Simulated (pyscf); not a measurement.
Four-centre exchange: H₂B–OH (SMILES BO) + SiH₄ (SMILES [SiH4]) → HO–BH–SiH₃ (SMILES OB[SiH3]) + H₂ (SMILES [H][H])

Gas phase, singlet surface, charge 0. Bonds broken: B1–H3, Si6–H7. Bonds formed: B1–Si6, H3–H7. PySCF, gas phase, ωB97X-D3(BJ)/def2-SVP geometries.

Transition state (Å):

```xyz
10

B     -1.2310    -0.9802    -0.3673
O     -1.8419    -1.0734     0.9106
H     -0.3753    -1.9540    -0.5021
H     -1.7780    -1.1859    -1.4350
H     -2.3150    -0.2705     1.1450
Si    -0.4376     0.8910    -0.8506
H      0.0547    -0.9977    -0.4025
H     -1.6521     1.7563    -0.7516
H      0.5791     1.4508     0.0910
H      0.1035     0.9419    -2.2394
```

One imaginary mode, 900i cm⁻¹; descent along it reached the two sides named.

| bond | change | reactant side (Å) | saddle | product side |
|---|---|---|---|---|
| B1–H3 | breaks | 1.209 | 1.303 | 2.9 |
| Si6–H7 | breaks | 1.495 | 2.003 | 3.6 |
| B1–Si6 | forms | 3.6 | 2.089 | 2.038 |
| H3–H7 | forms | 3.2 | 1.053 | 0.760 |

Electronic energies relative to the separated reactants (kJ/mol):

```json
[
 {"level": "ωB97X-D3(BJ)/def2-TZVP", "barrier": "131.3", "reaction energy": "+39.0", "reverse barrier": "92.3"},
 {"level": "PBE/def2-TZVP", "barrier": "97.5", "reaction energy": "+34.8", "reverse barrier": "62.8"},
 {"level": "r²SCAN/def2-TZVP", "barrier": "108.9", "reaction energy": "+39.1", "reverse barrier": "69.8"},
 {"level": "B3LYP-D3(BJ)/def2-TZVP", "barrier": "137.2", "reaction energy": "+44.6", "reverse barrier": "92.6"},
 {"level": "PBE0-D3(BJ)/def2-TZVP", "barrier": "105.5", "reaction energy": "+38.3", "reverse barrier": "67.1"},
 {"level": "M06-2X/def2-TZVP", "barrier": "141.1", "reaction energy": "+43.8", "reverse barrier": "97.3"},
 {"level": "ωB97M-D3(BJ)/def2-TZVP", "barrier": "137.0", "reaction energy": "+48.6", "reverse barrier": "88.5"},
 {"level": "HF/def2-TZVP", "barrier": "241.3", "reaction energy": "+72.2", "reverse barrier": "169.2"}
]
```

With ωB97M-D3(BJ)/def2-TZVP energies and thermal terms (ideal gas, 1 atm, RRHO with modes under 100 cm⁻¹ raised to 100, one conformer, R ln 2 for chiral ones without a mode under 150 cm⁻¹), in kJ/mol:

```
T (K)    ΔH‡    ΔG‡     ΔH     ΔG
-----  -----  -----  -----  -----
298    136.9  175.0  +40.1  +43.5
600    139.1  212.8  +46.5  +44.4
900    142.0  249.0  +50.8  +42.3
1200   144.8  284.2  +53.7  +39.0
```

At the saddle there is also a short B–H contact that neither side keeps. The same reactants have a lower exit, to BH₃ + HO–SiH₃ (highest point, the separated products, at +71.8 kJ/mol at ωB97M-D3(BJ)/def2-TZVP, against +137.0 kJ/mol here). HO–BH–SiH₃ lies 105.8 kJ/mol over its isomer H₂B–O–SiH₃ (electronic energy, ωB97M-D3(BJ)/def2-TZVP). This is the saddle that the search found; another between the same sides may lie lower.
